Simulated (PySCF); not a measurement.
**HAl–PH⁺, doublet in 6-31G: errors against RCCSDT**

Geometry: that of the HAl–PH, singlet, kept fixed.

```xyz
4

Al    0.0000    0.0033    1.1038
P     0.0000    0.0453   -1.0264
H     0.0000   -0.1169    2.6818
H     0.0000   -1.3656   -0.6878
```

Basis 6-31G; PySCF 2.14.0. Only valence electrons are correlated (noble-gas cores frozen), which leaves 9 electrons in 20 orbitals. R marks a restricted (for open shells ROHF) determinant, U an unrestricted one.

Full CI isn't at hand for all of this; RCCSDT serves as the reference. It lacks quadruple excitations, which often exceed the step from CCSD(T) to CCSDT. The frozen core follows each run's orbitals, which can shift R against U totals by a few meV.

The UHF ⟨S²⟩ is 0.756. The T1 diagnostic (ROHF- or RHF-based CCSD) is 0.0217, the largest doubles amplitude (ROHF- or RHF-based CCSD) is 0.071 and the T1 diagnostic (UCCSD) is 0.0204.

| level | E − E(RCCSDT) (mEh) | share of correlation (%) | wall time |
| --- | --- | --- | --- |
| RHF | 98.08 | 0.00 | – |
| UHF | 96.78 | 1.33 | – |
| RMP2 | 26.05 | 73.44 | – |
| UMP2 | 25.95 | 73.55 | – |
| RCCSD | 2.90 | 97.04 | – |
| UCCSD | 2.90 | 97.04 | – |
| RCCSD(T) | 0.74 | 99.24 | 0.47 s |
| UCCSD(T) | 0.75 | 99.24 | 0.27 s |
| UCCSDT | 0.00 | 100.00 | 8.1 s |

The correlation energy at RCCSDT, counted from RHF, is -2.669 eV. That run took 8.2 s on 1 thread of Arm Neoverse V2, shared host.

Times are those of the correlated step on a shared host, with one SCF added for the restricted CCSD run; they ran on 1 thread of Arm Neoverse V2.
